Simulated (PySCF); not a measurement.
These 7 structures share the formula C5H10S. Computed with PBE0-D3(BJ)/def2-SVP geometry optimisation, gas phase (PySCF 2.14.0). Energies are electronic, without zero-point or thermal terms, for one conformer each. No frequencies were run at this level. Point groups hold within 0.08 Å.

Problem. Rank from lowest to highest electronic energy at this level (kJ/mol).
A. `[CH3:1][S:2][C@@H:3]1[CH2:4][C@@H:5]1[CH3:6]` with C1–S2–C3–C4 151°
B. `[CH3:1][S:2][CH:3]=[C:4]([CH3:5])[CH3:6]` with C1–S2–C3–C4 180°
C. `[CH2:1]1[CH2:2][CH2:3][S:4][CH2:5][CH2:6]1` with C6–C1–C2–C3 -58°, C1–C2–C3–S4 60°, C2–C3–S4–C5 -55°, C3–S4–C5–C6 55°
D. `[CH3:1][CH2:2][CH:3]1[CH2:4][S:5][CH2:6]1` with C1–C2–C3–C4 -177°, C2–C3–C4–S5 143°, C3–C4–S5–C6 -16°, C4–S5–C6–C3 16°, C2–C3–C6–S5 -143°
E. `[CH3:1][C@@H:2]1[CH2:3][CH2:4][CH2:5][S:6]1` with C1–C2–C3–C4 -160°, C2–C3–C4–C5 50°, C3–C4–C5–S6 -38°, C4–C5–S6–C2 14° (2-methyltetrahydrothiophene)
F. `CC(C)(C)C=S`
G. `[CH3:1][CH:2]([CH3:3])[C@H:4]1[CH2:5][S:6]1` with C1–C2–C4–C5 83°

Solution. C (0.0), E (6.3), G (67.2), D (81.9), F (84.5), B (89.9), A (110.1).

As drawn, the highest has a three-membered ring, which the lowest lacks. Neighbours under 10 kJ/mol apart (C1CCSCC1 and C[C@@H]1CCCS1; CCC1CSC1 and CC(C)(C)C=S; CC(C)(C)C=S and CSC=C(C)C) can change places with a better method, another conformer or zero-point energy.

| SMILES | E (Eh) | E rel (kJ/mol) | dipole (D) | point group | A, B, C (MHz) |
| --- | --- | --- | --- | --- | --- |
| C1CCSCC1 | -594.12445 | 0.0 | 1.73 | Cs | 3997, 3009, 1914 |
| C[C@@H]1CCCS1 | -594.12205 | 6.3 | 1.95 | C1 | 4212, 2800, 1851 |
| CC(C)[C@H]1CS1 | -594.09884 | 67.2 | 1.97 | C1 | 5073, 1950, 1518 |
| CCC1CSC1 | -594.09324 | 81.9 | 2.07 | C1 | 7503, 1613, 1412 |
| CC(C)(C)C=S | -594.09227 | 84.5 | 2.41 | – | 4452, 1788, 1770 |
| CSC=C(C)C | -594.09020 | 89.9 | 1.19 | Cs | 6269, 1485, 1228 |
| CS[C@@H]1C[C@@H]1C | -594.08253 | 110.1 | 1.51 | C1 | 4499, 2118, 1724 |

Problem. As an exercise, what shares would exp(−E/RT) give at 2000 K from these electronic energies alone (no entropy, no degeneracies)?

Solution. RT = 16.629 kJ/mol: C1CCSCC1 58.1 %, C[C@@H]1CCCS1 39.8 %, CC(C)[C@H]1CS1 1.0 %, CCC1CSC1 0.4 %, CC(C)(C)C=S 0.4 %, CSC=C(C)C 0.3 %, CS[C@@H]1C[C@@H]1C 0.1 %.
